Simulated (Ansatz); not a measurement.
Results of PBEsol+SOC in Ansatz (PAW) for bcc Ta.

Run with plane-wave cutoff 520 eV, 28×28×28 k mesh, Fermi–Dirac smearing 0.058 eV (set by the program), PAW data made under PBE.

Computed at the level's own relaxed cell.

Hill averages of the elastic tensor: K = 206.2 GPa, G = 68.6 GPa. Volume 17.653 Å³/atom, mean atomic mass 180.948 u.

### Question
Work out the density, the sound velocities of a polycrystal and the elastic Debye temperature, and Pugh's ratio at this level.

### Answer
ρ = 1.66054 × 180.948/17.653 = 17.021 g/cm³. v_l = √[(K + 4G/3)/ρ] = 4.182 km/s and v_t = √(G/ρ) = 2.008 km/s. The mean follows from 3/v_m³ = 1/v_l³ + 2/v_t³: v_m = 2.258 km/s. Θ_D = (ħ/k_B) v_m (6π²/V)^(1/3) = 76.38 K Å s/km × 2.258 × 1.4970 Å⁻¹ = 258 K, counting all atoms of the cell. K/G = 3.01, to be set beside Pugh's rough bound of 1.75 between brittle and ductile metals.

Note: shear constants of such metals converge slowly with the k mesh.

Ansatz is a quantum-chemistry and plane-wave program.
